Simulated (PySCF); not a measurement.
## Fluorine: a sound run and one with changed settings

Sound run: F [He] 2s2 2p5, F+ [He] 2s2 2p4. Calculation: PySCF 2.14, in aug-cc-pVDZ; the non-relativistic Hamiltonian (point nucleus). The sound run starts from symmetry-adapted Hartree-Fock orbitals and uses a fine grid where one is needed.

Changed run: 6 angular points. This setting is unsound on purpose.

| species | method | sound run (hartree) | changed run (hartree) | converged |
| --- | --- | --- | --- | --- |
| F | UHF | -99.38109 | -99.38109 | yes |
| F | BP86 | -99.73112 | -99.77025 | yes |
| F | MN15 | -99.65646 | -99.62696 | yes |
| F+ | UHF | -98.80167 | -98.80167 | yes |
| F+ | BP86 | -99.07555 | -99.11823 | yes |
| F+ | MN15 | -99.00805 | -98.96497 | yes |

Ionisation energy of F:

```json
{"method": "UHF", "sound run (eV)": "15.767", "changed run (eV)": "15.767"}
{"method": "BP86", "sound run (eV)": "17.839", "changed run (eV)": "17.742"}
{"method": "MN15", "sound run (eV)": "17.644", "changed run (eV)": "18.014"}
```

A coarse angular grid integrates products of high-l functions wrongly, so density functionals can shift, and the SCF can exploit the error; Hartree-Fock and MP2 need no grid.

For comparison, NIST gives 17.423 eV between the lowest levels.
